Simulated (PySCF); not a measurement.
**Working out the ionisation energy of O**

O [He] 2s2 2p4 (3P) → O⁺ [He] 2s2 2p3 (4S). All numbers are calculated (PySCF 2.14, the non-relativistic Hamiltonian (point nucleus), in aug-cc-pVDZ). Frozen: 1s2. Energies in hartree (1 hartree = 27.21139 eV):

| part | O (lower) | O⁺ (upper) |
| --- | --- | --- |
| UHF | -74.796601 | -74.353498 |
| MP2 opposite-spin | -0.082358 | -0.052201 |
| MP2 same-spin | -0.028008 | -0.020027 |

Problem. What does Hartree-Fock give?

Solution. (-74.353498) − (-74.796601) = 0.443103 hartree = 12.057 eV.

Problem. What do MP2 and SCS-MP2 (6/5 opposite-spin, 1/3 same-spin) give?

Solution. The opposite-spin parts differ by 0.821 eV and the same-spin parts by 0.217 eV. MP2: 12.057 + (0.821) + (0.217) = 13.095 eV. SCS-MP2: 12.057 + 1.2 × (0.821) + (0.217)/3 = 13.115 eV.

Measured between the centres of the two terms (NIST): 13.608 eV, so MP2 (valence) is off by -0.513 eV.

A double-zeta basis recovers only part of the correlation energy.

What remains against the reference includes basis incompleteness, the frozen core and correlation beyond second order.
